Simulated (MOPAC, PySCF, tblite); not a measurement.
Breaking a bond: CH5N, SMILES CN. The C1–N5 bond (C1 also carries H, H, H; N5 carries H, H) is varied alone, starting from the PBE0/def2-TZVP optimised geometry.

- UKS-B3LYP/LANL2DZ = unrestricted B3LYP/LANL2DZ run with PySCF
- AM1, restricted, heats of formation (MOPAC)
- GFN2-xTB, 300 K electronic temperature (tblite)
- UCCSD(T) = PySCF with CCSD(T) on UHF/cc-pVDZ, 2 core orbitals frozen

Energies relative to the lowest point of each curve near equilibrium, in eV; the last columns give the difference from UCCSD(T):

```
R / Å  UKS-B3LYP/LANL2DZ    AM1  GFN2-xTB  UCCSD(T)  UKS-B3LYP/LANL2DZ − UCCSD(T)  AM1 − UCCSD(T)  GFN2-xTB − UCCSD(T)
-----  -----------------  -----  --------  --------  ----------------------------  --------------  -------------------
1.16               3.226  3.321     2.556     2.969                         0.258           0.353               -0.412
1.23               1.713  1.638     1.263     1.521                         0.192           0.117               -0.258
1.32               0.599  0.440     0.365     0.483                         0.116          -0.043               -0.118
1.38               0.217  0.089     0.093     0.147                         0.070          -0.058               -0.054
1.41               0.105  0.014     0.028     0.056                         0.049          -0.042               -0.029
1.45               0.021  0.000     0.000     0.000                         0.021           0.000                0.000
1.49               0.000  0.066     0.029     0.004                        -0.004           0.062                0.025
1.54               0.043  0.235     0.127     0.075                        -0.032           0.161                0.053
1.59               0.145  0.477     0.281     0.202                        -0.057           0.276                0.079
1.70               0.510  1.162     0.749     0.607                        -0.097           0.555                0.142
1.78               0.849  1.719     1.157     0.961                        -0.112           0.758                0.196
1.95               1.643  2.888     2.084     1.757                        -0.114           1.131                0.327
2.19               2.731  4.299     3.316     2.829                        -0.098           1.470                0.486
2.40               3.485  5.281     4.192     3.539                        -0.054           1.742                0.653
2.59               3.848  5.997     4.799     3.888                        -0.040           2.109                0.912
2.87               4.091  6.794     5.405     4.055                         0.035           2.739                1.350
3.18               4.189  7.381     5.777     4.099                         0.090           3.282                1.678
3.55               4.225  7.813     5.972     4.116                         0.109           3.697                1.856
3.93               4.234  8.188     6.028     4.125                         0.109           4.064                1.903
4.34               4.235  8.335     6.042     4.130                         0.105           4.206                1.912
5.15               4.230  8.590     6.051     4.131                         0.099           4.459                1.920
```

UKS-B3LYP/LANL2DZ is furthest from UCCSD(T) at 1.16 (0.258 eV, above); its mean absolute difference over the points is 0.089 eV.

AM1 is furthest from UCCSD(T) at 5.15 (4.459 eV, above); its mean absolute difference over the points is 1.492 eV.

GFN2-xTB is furthest from UCCSD(T) at 5.15 (1.920 eV, above); its mean absolute difference over the points is 0.684 eV.

The unrestricted determinant behind UKS-B3LYP/LANL2DZ is spin-contaminated at 2.40 to 5.15 Å (<S²> up to 1.0, against 0.00 for a pure singlet). The restricted form behind AM1 keeps the bonding electrons paired and can't separate into open-shell fragments. The unrestricted determinant behind UCCSD(T) is spin-contaminated at 1.95 to 5.15 Å (<S²> up to 1.0, against 0.00 for a pure singlet).
